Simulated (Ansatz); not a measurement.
# SiN₂H₄: functionals against CCSD(T) at one geometry

An exercise on one series of results from a longer session: the logs are not shown, and one member is left open.

Method: single points in def2-TZVPP; program: Ansatz 0.2.0, Gaussian basis.

Correlated methods freeze the cores.

### The starting structure

7 atoms, charge 0, spin multiplicity 1.

Atoms are counted from 1 here; the program's logs count them from 0.

Bond lengths: N1–Si2 1.630 Å, N1–H4 1.127 Å, Si2–N3 1.551 Å, N3–H6 1.131 Å. Angles: Si2–N1–H4 135.6°, N1–Si2–N3 125.7°, Si2–N3–H6 144.6°.

As a file:

```mol
H4N2Si
  3D, bonds by distance, orders not assigned

  7  4  0  0  0  0  0  0  0  0999 V2000
   -1.1074   -0.6809   -1.0482 N   0  0
   -0.1969    0.4167   -0.2592 Si  0  0
    0.8939    0.0969    0.7964 N   0  0
   -2.0034   -0.6428   -1.7312 H   0  0
   -0.3831    2.1452   -0.0985 H   0  0
    1.7036    0.5410    1.4493 H   0  0
    1.2558   -1.2094    0.7876 H   0  0
  1  2  8  0
  1  4  8  0
  2  3  8  0
  3  6  8  0
M  END
```

Set-up of the first run:

run/in.yaml

```yaml
crystal:
  periodic: [false, false, false]
  atoms:
    - {symbol: N, position_ang: [-1.107400, -0.680900, -1.048200]}
    - {symbol: Si, position_ang: [-0.196900, 0.416700, -0.259200]}
    - {symbol: N, position_ang: [0.893900, 0.096900, 0.796400]}
    - {symbol: H, position_ang: [-2.003400, -0.642800, -1.731200]}
    - {symbol: H, position_ang: [-0.383100, 2.145200, -0.098500]}
    - {symbol: H, position_ang: [1.703600, 0.541000, 1.449300]}
    - {symbol: H, position_ang: [1.255800, -1.209400, 0.787600]}
basis:
  gaussian: {orbitals: def2-TZVPP}
correlation: {method: ccsd_t}
output: {forces: true}
```

No record of the launch command was kept for these runs.

Steps of the session up to this table: CCSD(T)/def2-TZVPP; PBE0-D4/def2-TZVPP; wB97M-V/def2-TZVPP; r2SCAN-D4/def2-TZVPP; PBE-D4/def2-TZVPP; SPW92/def2-TZVPP; revPBE-D4/def2-TZVPP.

One table of the session follows, with a row left open; its other results are not shown here.

```
   method  RMS force component (eV/Å)  angle to CCSD(T) forces (°)  dipole (D)
  CCSD(T)                       3.674                    reference        3.30
  PBE0-D4                       3.622                          2.2        3.42
  wB97M-V                       3.666                          2.6        3.50
r2SCAN-D4                       3.572                          1.2        3.34
   PBE-D4                       3.495                          1.6        3.20
    SPW92                       3.347                          2.4        3.24
revPBE-D4                           ?                            ?           ?
```

Q: Estimate the row for revPBE-D4 from the others.

**Answer.** RMS force component (eV/Å): 3.495; angle to CCSD(T) forces (°): 2.7; dipole (D): 3.19.
